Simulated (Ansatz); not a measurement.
# CH4AlF, SMILES [CH3][AlH][F]: an active-space calculation

Program: the Ansatz DFT code, driven from Python.

The cells in order, each with its output:

**Cell 1**
```python
from dataclasses import dataclass

import ansatz
from ase import Atoms
```

**Cell 2**
```python
@dataclass(frozen=True)
class Settings:
    basis: str = "cc-pVDZ"
```

**Cell 3**
```python
opts = Settings()
```

**Cell 4**
```python
atoms = Atoms(["C", "Al", "F", "H", "H", "H", "H"], positions=[
    (-0.6699, 0.5102, -0.2355),
    (0.8144, -0.6218, 0.2273),
    (0.6936, -1.6745, 1.6693),
    (-0.3141, 1.6249, -0.2499),
    (-1.5286, 0.4127, 0.4784),
    (-1.0916, 0.3005, -1.2578),
    (2.1574, -0.62, -0.6774),
])
mol = ansatz.Crystal.molecule_from_ase(atoms)

setup = (
    mol.calculation()
    .basis(gaussian=opts.basis)
    .correlation(active_electrons=2, active_orbitals=3)
)
for method in ["sc_nevpt2"]:
    summary = (setup if method is None else setup.correlation(method)).run().report
    space = summary["configurations"]
    state = space["states"][0]
    print(method or "casscf", f"total {summary['free_energy_ev'] / 27.211386246:.6f} Ha, active-space state {state['energy']['hartree']:.6f} Ha, mean field {summary['reference_energy_ev'] / 27.211386246:.6f} Ha")
    print("  determinants", state["n_determinants"], " natural occupations", [round(n, 3) for n in space["natural_occupations"]])
print("effectively unpaired electrons, sum of min(n, 2 - n):", round(sum(min(n, 2 - n) for n in space["natural_occupations"]), 3))
```
Output:
```text
sc_nevpt2 total -382.023068 Ha, active-space state -381.639332 Ha, mean field -381.617246 Ha
  determinants 9  natural occupations [1.974, 0.021, 0.005]
effectively unpaired electrons, sum of min(n, 2 - n): 0.053
```

What to keep in mind:
- Total energies depend on the basis set; only differences at equal settings carry meaning.
- The geometry is a force-field or estimated start, not a minimum of this method, and the basis set is short of its limit. The active space starts as a window about the frontier orbitals and is then optimised, not chosen by chemistry.
- Wall time of the script: 17 s on 1 thread of Intel(R) Xeon(R) Platinum 8259CL CPU @ 2.50GHz (Skylake/Cascade Lake) (shared host), peak memory 0.2 GiB.
